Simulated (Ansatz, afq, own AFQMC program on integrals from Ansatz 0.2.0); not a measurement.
Al₂H, doublet → Al2H⁺, triplet

```xyz
3

Al    0.0000    0.0000    0.3526
Al    0.0000    0.0000   -2.3244
H     0.0000    0.0000    1.9718
```

Connectivity, by distances: AlH–Al.

E(triplet, charge +1) − E(doublet, charge +0) at this geometry, on UHF and UHF determinants.

Basis aug-cc-pVDZ. Noble-gas cores (and the filled d shells of Ga–Kr and In–Xe) are frozen. Integrals, coupled cluster, full CI and functionals: Ansatz 0.2.0; the random walks run on the same integrals in our own AFQMC program. ph-AFQMC/CISD is guided by a CISD state made of CCSD amplitudes; releasing the constraint for a short imaginary time cuts its bias at the price of noise, slowly where states lie close. Uncertainties: one standard error, sampling alone. The errors of all members are added in quadrature.

No full CI on the walks' own integrals is used here; CCSDT(Q) serves as the reference and is uncertain by about the last step of the cluster series. Each member takes its own surest rung, up to full CI.

Errors are counted within aug-cc-pVDZ, not against nature.

Cautions: Al₂H (doublet): an unrestricted solution with more broken spin lies lower, the released energies are still falling, so no released level is given (meV from the phaseless value at times in 1/Eh: -2 ± 4 at 0.24, -3 ± 4 at 0.51, -7 ± 3 at 0.99, -11 ± 3 at 1.62, -16 ± 3 at 2.40), though the last usable value meets CCSDT(Q) within the noise, its ph-AFQMC/CISD value lies 16 ± 4 meV above CCSDT(Q); Al₂H⁺ (triplet): another spin lies lower, the released energies are still falling, so no released level is given (meV from the phaseless value at times in 1/Eh: -1.7 ± 2.0 at 0.24, -5.2 ± 2.2 at 0.51, -9.5 ± 1.6 at 0.99, -12.0 ± 1.5 at 1.62, -13.9 ± 1.9 at 2.40), its ph-AFQMC/CISD value lies 20.9 ± 2.4 meV above CCSDT(Q); this isn't the first ionization.

Reference (CCSDT(Q)): 711.1 kJ/mol.

```tsv
level	vertical ionization energy (kJ/mol)	error against CCSDT(Q) (kJ/mol)
HF	622.2	-88.9
MP2	689.9	-21.2
CCSD	707.1	-4.0
CCSD(T)	710.5	-0.6
CCSDT	710.8	-0.3
ph-AFQMC/CISD	711.5 ± 0.5	0.4 ± 0.5
```

Correlation beyond CCSD(T) adds 0.6 kJ/mol. The perturbative (T) step is worth +3.5 kJ/mol.

A walk keeps the symmetry of its determinant, which the program's search chose and which needn't be the lowest solution, so a lower state of the same spin and another symmetry isn't excluded.
